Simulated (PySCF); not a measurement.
# CH5FSi (SMILES [H][Si]([H])(C)F) at HF-D3(0)/cc-pVDZ (density fitting with cc-pvtz-jkfit)

Aim: the energy change on altering one bond length of CH5FSi at HF-D3(0)/cc-pVDZ (density fitting with cc-pvtz-jkfit), from 2 runs. Input form: a Python script.

The results are computed with PySCF 2.14.0.

4 further runs of the same task are left out: 4 set aside as unsound or not needed.

### 1 The molecule

CH5FSi has 8 atoms, charge 0, and is taken as a singlet. As SMILES, `[H][Si]([H])(C)F`. The shape is that of a GFN2-xTB optimisation.

Bond lengths: Si1–C4 1.890 Å, Si1–F8 1.613 Å, Si1–H2 1.456 Å, Si1–H3 1.456 Å, C4–H5 1.085 Å, C4–H6 1.087 Å, C4–H7 1.088 Å. Some angles: C4–Si1–F8 107.5°, Si1–C4–H5 111.5°, Si1–C4–H6 111.2°, Si1–C4–H7 111.2°, H2–Si1–C4 112.8°, H2–Si1–F8 104.4°, H3–Si1–C4 112.9°, H3–Si1–F8 104.4°, H5–C4–H6 107.7°, H5–C4–H7 107.6°.

### 2 Energy and forces at HF-D3(0)/cc-pVDZ (density fitting with cc-pvtz-jkfit)

job.py

```python
from pyscf import gto, scf

molecule = gto.Mole()
molecule.atom = '''
Si
H 1 1.455849
H 1 1.455559 2 113.89015
C 1 1.889911 3 112.8851 2 130.36422
H 4 1.085339 1 111.53304 3 -69.10659
H 4 1.087232 5 107.6505 1 122.22907
H 4 1.087677 5 107.57099 6 115.55249
F 1 1.61285 3 104.40671 2 -113.23152
'''
molecule.verbose = 4
molecule.max_memory = 1860
molecule.basis = 'cc-pvdz'
molecule.spin = 0
molecule.build()

mf = scf.RHF(molecule)
mf = mf.density_fit(auxbasis='cc-pvtz-jkfit')
mf.disp = 'd3zero'
mf.kernel()

energy = mf.e_tot
print('E = %.10f Eh' % energy)
grad = mf.nuc_grad_method().kernel()
```

Started as:

```
OMP_NUM_THREADS=1 python job.py
```

Log:

```text
PySCF version 2.14.0

[... 63 lines left out ...]
converged SCF energy = -429.216923408964
[... 2 lines left out ...]
******** <class 'pyscf.df.grad.rhf.Gradients'> for <class 'pyscf.df.df_jk.DFRHF'> ********
unit = Eh/Bohr
Calc dispersion correction with DFTD3.
Parameters: xc=hf, version=d3zero, atm=False
--------------- DFRHF gradients ---------------
         x                y                z
0 Si     0.0067161764     0.0130111426     0.0107501499
1 H    -0.0100482122     0.0043078095    -0.0031682466
2 H     0.0011339339     0.0043797935    -0.0105998651
[... 4 lines of this table left out ...]
7 F     0.0061599027    -0.0186923088     0.0092836485
----------------------------------------------
```

Wall time 1.3 s (1 thread of Arm Neoverse V2, shared host); peak memory 0.17 GiB.

### 3 The distorted shape, same level

calc.py

```python
import pyscf.grad
from pyscf import gto

mol = gto.M(
    atom='''
Si
H 1 1.455849
H 1 1.45556 2 113.8901
C 1 2.362388 3 112.8851 2 130.36421
H 4 1.085339 1 111.53304 3 -69.10658
H 4 1.087232 5 107.6505 1 122.22906
H 4 1.087677 5 107.57099 6 115.55249
F 1 1.61285 3 104.40672 2 -113.23153
''',
    max_memory=1860,
    basis='cc-pvdz',
    verbose=4,
)

calc0 = mol.RHF()
calc0 = calc0.density_fit(auxbasis='cc-pvtz-jkfit')
calc0.disp = 'd3zero'
calc0.kernel()

e_final = calc0.e_tot
print(f'total energy: {e_final:.8f} hartree')
grad = calc0.Gradients().kernel()
```

Started as:

```
OMP_NUM_THREADS=1 python calc.py
```

Log:

```text
PySCF version 2.14.0

[... 63 lines left out ...]
converged SCF energy = -429.168795943432
total energy: -429.16879594 hartree
[... 1 line left out ...]
******** <class 'pyscf.df.grad.rhf.Gradients'> for <class 'pyscf.df.df_jk.DFRHF'> ********
unit = Eh/Bohr
Calc dispersion correction with DFTD3.
Parameters: xc=hf, version=d3zero, atm=False
--------------- DFRHF gradients ---------------
         x                y                z
0 Si     0.0292387297     0.0519386873     0.0452864752
1 H    -0.0083873808     0.0063949677    -0.0009210530
2 H     0.0026070087     0.0064118406    -0.0081418592
[... 4 lines of this table left out ...]
7 F     0.0062987432    -0.0140034767     0.0096339557
----------------------------------------------
```

It took 1.3 s on 1 thread of Arm Neoverse V2, shared host; peak memory 0.17 GiB.

### 4 Outcome

At HF-D3(0)/cc-pVDZ (density fitting with cc-pvtz-jkfit):

```
                                                          quantity          value
                                         first shape: total energy  -429.21692 Eh
                                        first shape: dipole moment         2.16 D
                                          first shape: HOMO energy      -12.52 eV
                                          first shape: LUMO energy        4.16 eV
                                        first shape: HOMO–LUMO gap       16.68 eV
                                    first shape: dispersion energy   -8.66 kJ/mol
                             first shape: largest force on an atom     1.119 eV/Å
                                     distorted shape: total energy  -429.16880 Eh
                                    distorted shape: dipole moment         1.89 D
                                      distorted shape: HOMO energy      -10.80 eV
                                      distorted shape: LUMO energy        3.54 eV
                                    distorted shape: HOMO–LUMO gap       14.34 eV
                                distorted shape: dispersion energy   -8.21 kJ/mol
                         distorted shape: largest force on an atom     3.849 eV/Å
energy change with the Si1–C4 bond stretched from 1.890 to 2.362 Å       1.310 eV
```

What this shows: With the Si1–C4 bond stretched from 1.890 to 2.362 Å the energy rises by 1.31 eV (30 kcal/mol). The first shape isn't relaxed at this level, so the change isn't measured from a minimum. The largest force (first shape) is 1.12 eV/Å: the shape isn't a stationary point for this species at this level.
